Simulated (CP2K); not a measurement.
**C2H7P (dimethylphosphine) at GFN2-xTB**

Aim: the vertical ionisation energy of C2H7P (dimethylphosphine) at GFN2-xTB, from 2 runs. 

The results are computed with CP2K 2026.2.

### Step 1. The structure to begin with

The species is C2H7P (10 atoms), meant as a singlet with charge 0. SMILES: `CPC`. The coordinates come from a PBE0-D4/def2-TZVP relaxation.

Bond lengths: C1–P2 1.844 Å, P2–C3 1.844 Å, C1–H4 1.092 Å, C1–H5 1.092 Å, C1–H6 1.092 Å, P2–H7 1.422 Å, C3–H8 1.092 Å, C3–H9 1.092 Å, C3–H10 1.092 Å. Some angles: C1–P2–C3 100.2°, C1–P2–H7 97.1°, C3–P2–H7 97.1°, P2–C1–H4 113.1°, P2–C1–H5 109.3°, P2–C1–H6 108.8°, P2–C3–H8 108.8°, P2–C3–H9 109.3°, P2–C3–H10 113.1°, H4–C1–H5 109.1°.

### Step 2. A single-point energy at GFN2-xTB

molecule.inp reads:

```
&FORCE_EVAL
   METHOD QUICKSTEP
   &DFT
      &QS
         METHOD XTB
         EPS_DEFAULT 1.0E-10
         &XTB
            GFN_TYPE TBLITE
            &TBLITE
               METHOD GFN2
            &END TBLITE
            CHECK_ATOMIC_CHARGES F
         &END XTB
      &END QS
      &POISSON
         PERIODIC NONE
         POISSON_SOLVER ANALYTIC
      &END POISSON
      &SCF
         SCF_GUESS ATOMIC
         EPS_SCF 1.0E-07
         MAX_SCF 150
         ADDED_MOS 2
         &DIAGONALIZATION
            ALGORITHM STANDARD
         &END DIAGONALIZATION
         &MIXING
            METHOD DIRECT_P_MIXING
            ALPHA 0.4
         &END MIXING
         &SMEAR ON
            METHOD FERMI_DIRAC
            ELECTRONIC_TEMPERATURE [K] 300
         &END SMEAR
      &END SCF
      &PRINT
         &MOMENTS
            PERIODIC F
            REFERENCE COM
            MAX_MOMENT 1
         &END MOMENTS
         &MO ON
            ENERGIES T
            OCCUPATION_NUMBERS T
            NDIGITS 6
            &EACH
               QS_SCF 0
            &END EACH
            ADD_LAST NUMERIC
         &END MO
         &HIRSHFELD OFF
         &END HIRSHFELD
      &END PRINT
   &END DFT
   &SUBSYS
      &CELL
         ABC 11.4 10.8 11.7
         PERIODIC NONE
      &END CELL
      &COORD
         C     -0.939890     0.562750    -0.912230
         P      0.641740     0.851990    -0.010090
         C      0.649850    -0.610720     1.112180
         H     -1.045210    -0.461770    -1.274720
         H     -1.003490     1.248870    -1.759000
         H     -1.773550     0.787080    -0.243020
         H      1.509100     0.316840    -1.001430
         H     -0.090800    -0.454900     1.899770
         H      1.627440    -0.693200     1.591080
         H      0.424820    -1.546950     0.597430
      &END COORD
      &TOPOLOGY
         &CENTER_COORDINATES
         &END CENTER_COORDINATES
      &END TOPOLOGY
   &END SUBSYS
&END FORCE_EVAL

&GLOBAL
   PROJECT molecule
   RUN_TYPE ENERGY
   PRINT_LEVEL MEDIUM
&END GLOBAL
```

Started as:

```bash
$ OMP_NUM_THREADS=1 cp2k.psmp -i molecule.inp > molecule.out 2>&1
```

What it wrote:

```text
CP2K| version string:                                       CP2K version 2026.2
[...]
 GLOBAL| Method name                                                        CP2K
[...]
 GLOBAL| Run type                                                         ENERGY
[...]
                             - Atoms:                                         10
[...]
                             - Spherical basis functions:                     24
[...]
 Number of electrons:                                                         20
[...]
  *** SCF run converged in    13 steps ***
[...]
  Fermi energy:                                                -0.20267111725889
[...]
 TB_DIPOLE| Moment [Debye]         -0.52550333      -0.68871555       0.01345249
 TB_DIPOLE| Derivative [a.u.]       0.00000000       0.00000000       0.00000000
[...]
 ENERGY| Total FORCE_EVAL ( QS ) energy [hartree]            -10.353486752132406
[...]
```

Run time: 0.2 s. Hardware: 1 thread of Arm Neoverse V2, shared host.

### Step 3. The doublet cation

mol.inp reads:

```
&force_eval
 method QS
 &dft
  charge 1
  multiplicity 2
  spin_polarized T
  &qs
   method XTB
   eps_default 1.0E-10
   &xtb
    gfn_type TBLITE
    &tblite
     method GFN2
    &end
    check_atomic_charges F
   &end
  &end
  &poisson
   periodic NONE
   poisson_solver ANALYTIC
  &end
  &scf
   scf_guess ATOMIC
   eps_scf 1.0E-07
   max_scf 150
   added_mos 2
   &diagonalization
    algorithm STANDARD
   &end
   &mixing
    method DIRECT_P_MIXING
    alpha 0.4
   &end
   &smear ON
    method FERMI_DIRAC
    electronic_temperature [K] 300
    fixed_magnetic_moment 1.0
   &end
  &end
  &print
   &moments
    periodic F
    reference COM
    max_moment 1
   &end
   &mo ON
    energies T
    occupation_numbers T
    ndigits 6
    &each
     qs_scf 0
    &end
    add_last NUMERIC
   &end
   &hirshfeld OFF
   &end
  &end
 &end
 &subsys
  &cell
   abc 11.4 10.8 11.7
   periodic NONE
  &end
  &coord
   C     -0.939890     0.562750    -0.912230
   P      0.641740     0.851990    -0.010090
   C      0.649850    -0.610720     1.112180
   H     -1.045210    -0.461770    -1.274720
   H     -1.003490     1.248870    -1.759000
   H     -1.773550     0.787080    -0.243020
   H      1.509100     0.316840    -1.001430
   H     -0.090800    -0.454900     1.899770
   H      1.627440    -0.693200     1.591080
   H      0.424820    -1.546950     0.597430
  &end
  &topology
   &center_coordinates
   &end
  &end
 &end
&end

&global
 project_name mol
 run_type ENERGY
 print_level MEDIUM
&end
```

Started as:

```bash
$ OMP_NUM_THREADS=1 cp2k.psmp mol.inp > mol.out
```

What it wrote:

```text
CP2K| version string:                                       CP2K version 2026.2
[...]
 GLOBAL| Method name                                                        CP2K
[...]
 GLOBAL| Run type                                                         ENERGY
[...]
                             - Atoms:                                         10
[...]
                             - Spherical basis functions:                     24
[...]
 Number of electrons:                                                         10
[...]
  *** SCF run converged in    15 steps ***
[...]
  Fermi energy:                                                -0.52429716972630
[...]
 TB_DIPOLE| Moment [Debye]          0.11990609      -0.65195355      -0.47206403
 TB_DIPOLE| Derivative [a.u.]       0.00000000       0.00000000       0.00000000
[...]
 ENERGY| Total FORCE_EVAL ( QS ) energy [hartree]             -9.865321252674427
[...]
```

It took 0.24 s on 1 thread of Arm Neoverse V2, shared host.

### Step 4. Results

Level: GFN2-xTB.

| quantity | value |
| --- | --- |
| singlet C2H7P: total energy | -10.35349 Eh |
| singlet C2H7P: dipole moment (from atomic charges alone) | 0.87 D |
| singlet C2H7P: HOMO energy | -10.28 eV |
| singlet C2H7P: LUMO energy | -4.62 eV |
| singlet C2H7P: HOMO–LUMO gap | 5.66 eV |
| singlet C2H7P: dispersion energy | -11.74 kJ/mol |
| doublet cation: total energy | -9.86532 Eh |
| doublet cation: HOMO energy (highest over α and β) | -16.73 eV |
| doublet cation: LUMO energy (lowest over α and β) | -16.29 eV |
| doublet cation: dispersion energy | -9.55 kJ/mol |
| vertical ionisation energy (to the doublet cation) | 13.284 eV |

**Reading.** Removing an electron at fixed nuclei costs 13.28 eV (1282 kJ/mol). No empirical shift is applied, and without it xTB methods put this difference several eV too high. The dipole (singlet C2H7P) comes from point charges on the atoms alone, without atomic dipoles, so it is partial.
